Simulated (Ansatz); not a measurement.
# C4H9FO: up Jacob's ladder to CCSD(T)

An exercise on one series of results from a longer session: the logs are not shown, and one member is left open.

Method: functionals in def2-TZVPP, the program's frozen cores in correlated methods; program: Ansatz 0.2.0, Gaussian basis.

The runs, in order: LDA (SPW92), PBE-D4, revPBE-D4, BLYP-D4, r2SCAN-D4, B97M-V, PBE0-D4, B3LYP-D4, r2SCANh-D4, r2SCAN0-D4, HSE06-D4, BHLYP-D4, CAM-B3LYP-D4, LC-ωPBE, ωB97X-V, ωB97M-V, B2PLYP, PBE-QIDH; CCSD(T)/def2-SVP; CCSD(T)/def2-TZVPP; MP2/def2-QZVPP; extrapolation to the limit; RPA on PBE.

## Structure used throughout

The geometry comes from an earlier relaxation with PBE0-D4 in a triple-zeta def2 set; it is a stationary point, not always the lowest conformer.

SMILES `CCOCCF`, 15 atoms, charge 0, spin multiplicity 1.

Atoms are counted from 1 here; the program's logs count them from 0.

Bond lengths: C1–C2 1.506 Å, C1–H7 1.092 Å, C1–H8 1.092 Å, C1–H9 1.092 Å, C2–O3 1.408 Å, C2–H10 1.101 Å, C2–H11 1.101 Å, O3–C4 1.399 Å, C4–C5 1.510 Å, C4–H12 1.100 Å, C4–H13 1.100 Å, C5–F6 1.381 Å, C5–H14 1.093 Å, C5–H15 1.093 Å. Angles: C2–C1–H7 110.3°, C2–C1–H8 110.6°, C2–C1–H9 110.6°, H7–C1–H8 108.5°, H7–C1–H9 108.5°, H8–C1–H9 108.3°, C1–C2–O3 108.8°, C1–C2–H10 110.7°, C1–C2–H11 110.7°, O3–C2–H10 109.7°, O3–C2–H11 109.7°, H10–C2–H11 107.1°, C2–O3–C4 112.9°, O3–C4–C5 107.3°, O3–C4–H12 111.2°, O3–C4–H13 111.2°, C5–C4–H12 109.7°, C5–C4–H13 109.7° and more.

Coordinates:

```xyz
15

C    -1.3028   -0.5311    1.9739
C    -1.1383   -0.2827    0.4972
O     0.2146    0.0026    0.2322
C     0.4641    0.2472   -1.1223
C     1.9392    0.5360   -1.2621
F     2.2272    0.7807   -2.5905
H    -2.3460   -0.7551    2.2062
H    -1.0021    0.3476    2.5474
H    -0.6889   -1.3758    2.2923
H    -1.4527   -1.1636   -0.0830
H    -1.7664    0.5608    0.1721
H     0.1963   -0.6228   -1.7405
H    -0.1186    1.1067   -1.4861
H     2.2184    1.4171   -0.6781
H     2.5341   -0.3186   -0.9292
```

The first run:

File in.yaml:

```yaml
crystal:
  periodic: [false, false, false]
  atoms:
    - {symbol: C, position_ang: [-1.302775, -0.531130, 1.973865]}
    - {symbol: C, position_ang: [-1.138309, -0.282671, 0.497162]}
    - {symbol: O, position_ang: [0.214602, 0.002566, 0.232177]}
    - {symbol: C, position_ang: [0.464107, 0.247207, -1.122283]}
    - {symbol: C, position_ang: [1.939181, 0.536049, -1.262114]}
    - {symbol: F, position_ang: [2.227218, 0.780717, -2.590491]}
    - {symbol: H, position_ang: [-2.345991, -0.755102, 2.206160]}
    - {symbol: H, position_ang: [-1.002077, 0.347628, 2.547404]}
    - {symbol: H, position_ang: [-0.688912, -1.375752, 2.292273]}
    - {symbol: H, position_ang: [-1.452737, -1.163634, -0.083020]}
    - {symbol: H, position_ang: [-1.766380, 0.560788, 0.172102]}
    - {symbol: H, position_ang: [0.196268, -0.622772, -1.740465]}
    - {symbol: H, position_ang: [-0.118638, 1.106740, -1.486090]}
    - {symbol: H, position_ang: [2.218419, 1.417113, -0.678149]}
    - {symbol: H, position_ang: [2.534122, -0.318649, -0.929231]}
basis:
  gaussian: {orbitals: def2-TZVPP}
hamiltonian: {xc: lda}
output: {orbitals: {seedname: orbitals}}
```

Run with:

```sh
> ansatz run in.yaml --threads 4 --pin off --events-out ev --progress --plain --max-ram 11315MiB
```

Steps of the session up to this table: LDA; PBE-D4 (GGA); revPBE-D4 (GGA); BLYP-D4 (GGA); r2SCAN-D4 (meta-GGA); B97M-V (meta-GGA); B3LYP-D4 (hybrid); r2SCANh-D4 (hybrid); r2SCAN0-D4 (hybrid); HSE06-D4 (hybrid); BHLYP-D4 (hybrid); CAM-B3LYP-D4 (range-separated); LC-ωPBE (range-separated); ωB97X-V (range-separated); ωB97M-V (range-separated); B2PLYP (double hybrid); PBE-QIDH (double hybrid).

One of the session's tables, all rows but one given; the rest of the session is left out.

It belongs to the step «Frontier levels by functional». 

```
  functional  HOMO (eV)  LUMO (eV)  gap (eV)
 LDA (SPW92)      -6.19       0.13      6.31
      PBE-D4      -6.07       0.35      6.42
   revPBE-D4      -6.02       0.44      6.46
     BLYP-D4          ?          ?         ?
   r2SCAN-D4      -6.40       0.98      7.38
      B97M-V      -6.59       0.51      7.10
     PBE0-D4      -7.67       1.18      8.85
    B3LYP-D4      -7.46       0.83      8.29
  r2SCANh-D4      -7.00       1.27      8.27
  r2SCAN0-D4      -7.91       1.65      9.56
    HSE06-D4      -7.26       0.81      8.07
    BHLYP-D4      -9.26       1.77     11.03
CAM-B3LYP-D4      -9.15       1.94     11.09
     LC-ωPBE     -10.44       3.25     13.69
     ωB97X-V     -10.16       3.05     13.20
     ωB97M-V     -10.10       2.63     12.73
```

Q: Estimate the row for BLYP-D4 from the others.

Worked estimate for «HOMO (eV)». Against the share of exact exchange, B3LYP-D4 (0.2, -7.46), BHLYP-D4 (0.5, -9.26) give a slope of -6.00 per unit share; at 0 the line stands at -6.26.

**Answer.** HOMO (eV): -6.02; LUMO (eV): 0.34; gap (eV): 6.36. In «HOMO (eV)» the line misses by -0.24.
